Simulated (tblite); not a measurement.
C3H6OS.
Geometry (GFN2-xTB, Å), atoms numbered from 1 in this order:
```xyz
11
C3H6OS angstrom
C      1.8728   -0.1518   -0.2570
C      0.7891    0.5306   -0.5518
S     -0.4267    0.9124    0.7491
C     -1.6948   -0.2448    0.0434
O      0.0727    0.2771    1.9671
H      2.6370   -0.3979   -0.9750
H      2.0144   -0.4951    0.7569
H      0.5473    0.9376   -1.5194
H     -1.2707   -1.2403   -0.0250
H     -1.9910    0.1225   -0.9321
H     -2.5446   -0.2476    0.7180
```

Computed values, GFN2-xTB/tblite, gas phase, harmonic and unscaled. Errors from tens to a few hundred cm⁻¹ against measured bands are possible. One conformer, not necessarily the lowest.

Harmonic wavenumbers (cm⁻¹): 96.9, 148.6, 210.0, 249.8, 327.7, 468.4, 569.6, 620.4, 661.3, 879.7, 882.6, 891.6, 958.1, 1012.8, 1137.8, 1192.6, 1279.4, 1372.5, 1436.9, 1452.2, 1678.2, 3054.1, 3065.7, 3075.6, 3081.8, 3095.3, 3115.8.

A = 6201, B = 3539, C = 2761 MHz; mass 90.014 u (most abundant isotopes); point group C1, symmetry number 1.

Q: Zero-point energy?

A: ½Σν̃ = 18008 cm⁻¹ = 51.49 kcal/mol.

Q: Give the ideal-gas entropy at 400 K and 1 bar in the rigid-rotor, harmonic-oscillator model (classical rotation).

A: Translation 40.89, rotation 26.95, vibration 19.76: S = 87.6 cal/(mol K).

Q: And Cp and H(400 K) − H(0)?

A: Cp = 29.90 cal/(mol K), of which vibrations give 21.96 (their classical limit is 27 R = 53.7); H(400 K) − H(0) = 7.56 kcal/mol without the zero-point energy, 4.38 from vibrations.

Q: Which modes carry the vibrational entropy at 400 K?

A: 96.9 cm⁻¹: 4.09; 148.6 cm⁻¹: 3.26; 210.0 cm⁻¹: 2.59; 249.8 cm⁻¹: 2.27; 327.7 cm⁻¹: 1.77; 468.4 cm⁻¹: 1.17 cal/(mol K); the other 21 give 4.61 together.

Q: How do the functions run with temperature in this model?

A: 
```
T (K)  S (cal/(mol K))  Cp (cal/(mol K))  H − H(0) (kcal/mol)  G − H(0) (kcal/mol)  ln q(vib)
  100             59.9              13.3                 1.00                -4.99       0.50
  200             70.9              19.1                 2.63               -11.56       1.72
  300             79.8              24.7                 4.82               -19.11       3.06
  500             94.7              34.2                10.77               -36.60       5.81
  800            112.9              43.0                22.47               -67.86       9.78
 1000            123.0              46.9                31.48               -91.47      12.23
```

q(vib) and H(0) count from the zero-point level.

Hindered rotation and anharmonicity are outside this model. Other conformers, if any are populated, would add a mixing term that is left out. The structure is chiral; the term R ln 2 for an equal mix with its mirror image is left out.
